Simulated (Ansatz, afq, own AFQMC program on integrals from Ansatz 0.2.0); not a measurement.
**Si3PH9, singlet: energetics from AFQMC and coupled cluster**

```xyz
13

Si   -1.2069    1.4818   -0.4978
P     0.6715    0.2937   -0.9151
Si    1.5567    0.3479    1.1652
Si   -0.2312   -1.7779   -0.8289
H    -2.0905    1.3853   -1.6981
H    -1.9616    1.0004    0.7019
H    -0.8142    2.9070   -0.2846
H     0.5900   -0.0566    2.2341
H     2.7276   -0.5790    1.1933
H     2.0214    1.7419    1.4331
H     0.8854   -2.7697   -0.8524
H    -1.0655   -2.0134    0.3914
H    -1.0828   -1.9614   -2.0421
```

Geometry: a PBE0/def2-SVP stationary point, not shown to be a minimum. Basis def2-TZVP. Noble-gas cores (and the filled d shells of Ga–Kr and In–Xe) are frozen. AFQMC by an in-house program on the Cholesky factors that Ansatz 0.2.0 writes for its CCSD(T) run. ph-AFQMC/CISD is guided by a CISD state made of CCSD amplitudes; releasing the constraint for a short imaginary time cuts its bias at the price of noise, slowly where states lie close. ± is one standard error of the sampling.

Best estimates are CCSD(T) at the basis-set limit (def2-TZVPP/QZVPP) plus the step from CCSD(T) to the highest rung at hand in def2-TZVP, named in the table (released AFQMC can keep some 10 meV of bias). Fragments are relaxed and keep their bonds. No zero-point, core-correlation or spin–orbit terms. Other levels are in def2-TZVP; a dash marks a level that is missing or breaks spin symmetry for a member.

Cautions: Si₃PH₉ (singlet): the released value is read at 0.90 1/Eh with a noise of 23 meV, more than in the cases checked (meV from the phaseless value at times in 1/Eh: -4 ± 16 at 0.21, -1 ± 23 at 0.42, -12 ± 25 at 0.63, -13 ± 23 at 0.90); Si₃PH₈ (doublet): the released value is read at 0.90 1/Eh with a noise of 29 meV, more than in the cases checked (meV from the phaseless value at times in 1/Eh: -18 ± 19 at 0.21, -50 ± 18 at 0.42, -44 ± 33 at 0.63, -22 ± 29 at 0.90).

```tsv
process	wB97M-V (kJ/mol)
Si1–H5 → Si3PH8 (doublet) + H (doublet)	396
to free atoms	3744
```

(1) From these values, estimate the best estimates.

(1) 
```json
{"process": "Si1–H5 → Si3PH8 (doublet) + H (doublet)", "best estimate (kJ/mol)": "397 ± 4", "highest rung": "released AFQMC"}
{"process": "to free atoms", "best estimate (kJ/mol)": "3748 ± 2", "highest rung": "released AFQMC"}
```

Errors against the best estimates in kJ/mol, in the same order:

```tsv
level	error, 1	error, 2
MP2	-24	-235
CCSD(T)	-14	-177
ph-AFQMC/CISD	-11 ± 2	-175 ± 2
CCSD(T)/CBS	-2	-1
PBE	-28	-96
r2SCAN	-23	-26
PBE0	-24	-90
B3LYP	-10	-68
wB97M-V	-1	-3
B2PLYP	-12	-101
```

Cost at the first geometry (cards were shared with other jobs): PBE0/def2-TZVP, 9 s on 2 threads of AMD EPYC 7R13 Processor (Zen 3), with other jobs on the host; RCCSD(T)/def2-TZVP, 3.5 s on 1 × NVIDIA H100 80GB HBM3 with 2 threads of AMD EPYC 7R13 Processor (Zen 3), with other jobs on the host; CCSD(T)/def2-QZVPP, 22 s on 1 × NVIDIA H100 80GB HBM3 with 2 threads of AMD EPYC 7R13 Processor (Zen 3), with other jobs on the host; ph-AFQMC/CISD with release, 3.8 min on 1 × NVIDIA H100 80GB HBM3 with 4 threads of AMD EPYC 7R13 Processor (Zen 3), with other jobs on the host.

Best estimates are given only where the step beyond CCSD(T) is under 0.3 eV and no member's determinant is very poor (T1 over 0.05, or 0.07 for open shells, ⟨S²⟩ too high by 0.3, two states mixed), so the hardest cases are missing from such tables.

The functionals ran in a triple-zeta set and keep a basis error of their own, a few kJ/mol for each bond in atomization energies and more for double hybrids, so close places among them and the extrapolated levels can swap.

Each member of a difference takes its own highest rung, so a best estimate needn't equal the limit plus the step of one row. Released energies are given only where the last usable release times agree within the noise; a slower fall can still hide under it.
